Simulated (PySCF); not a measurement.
# MgO (MgO): the cost of one run

Programs: PySCF 2.14.0, with density-fitted response routines of our own. Each step states its level of theory. These are calculated values for one molecule in the gas phase, unless marked as measured. Atoms are numbered from 0 throughout.

## (1) The molecule as given

2 atoms, charge 0, multiplicity 1; geometry from: GFN2-xTB. The atoms were then displaced at random by about 0.01 Å, so the start is not that level's minimum.

Bonds of the start (Å): O0–Mg1 1.67.

## (2) Relaxing the molecule at PBE0-D3(BJ)/def2-TZVP

The job: settings as JSON, then the geometry in Å.

```
{"job": {"xc": "PBE0", "basis": "def2-TZVP", "d3": "d3bj", "grid": 2, "shake": 0.01, "kind": "geom"}, "charge": 0, "multiplicity": 1}
O      0.843100    -0.027930     0.000720
Mg    -0.825610    -0.000880    -0.012840
```

Started as:

```sh
$ OMP_NUM_THREADS=1 python probes_run.py task.json out
```

The driver reads the jobs from task.json and runs them one after another.

**Question.** How long does this first job take on 1 thread of Arm Neoverse N1, shared host, and how much memory does it need?

About 4.8 s, with a peak of 0.28 GiB.
